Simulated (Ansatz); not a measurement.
Structure relaxation of Ir₃O

These are results of Ansatz 0.2.0, DFT PBE, scalar-relativistic, plane waves, PAW, not measurements. Cutoff 420 eV, Γ-centred k mesh, Gaussian smearing, no spin polarisation in the final step.

This is the end of a relaxation of cell and atoms.

```xyz
8
Lattice="6.0776 0.0000 0.0000 -3.0388 5.2633 0.0000 0.0000 0.0000 3.4088" Properties=species:S:1:pos:R:3 pbc="T T T"
Ir    3.0388    3.3272    0.8522
Ir   -1.3620    4.2952    2.5566
Ir    1.6768    0.9681    0.8522
Ir    0.0000    1.9362    2.5566
Ir    4.4008    0.9681    0.8522
Ir    1.3620    4.2952    2.5566
O     0.0000    3.5089    0.8522
O     3.0388    1.7544    2.5566
```

Formation energies are uncorrected and refer to the elements' standard structures at the same level (O₂ as a molecule).

(1) What space group does it have?

(2) What is its formation energy per atom?

(3) Is it a metal?

## Answers

(1) P6_3/mmc (No. 194). Conventional cell: a = 6.078 Å, c = 3.409 Å. Around Ir lie 2 O at 2.32 Å and 6 Ir at 2.58–2.72 Å (next O at 3.04 Å); O is coordinated by 6 Ir at 2.32 Å.

(2) 0.65 eV/atom.

(3) Yes, bands cross the Fermi level on the 6×6×12 mesh.

The final run used a 6×6×12 mesh on its 8-atom cell and 0.10 eV smearing. The k mesh leaves about 4 meV/atom of noise in metals. Spin–orbit coupling is left out. The cell came from a trial start, so Ir₃O may not exist in this structure.

Cost: 4 runs of about 2.2 core-minutes in all, on Intel Xeon 6975P-C (Granite Rapids) (shared hosts).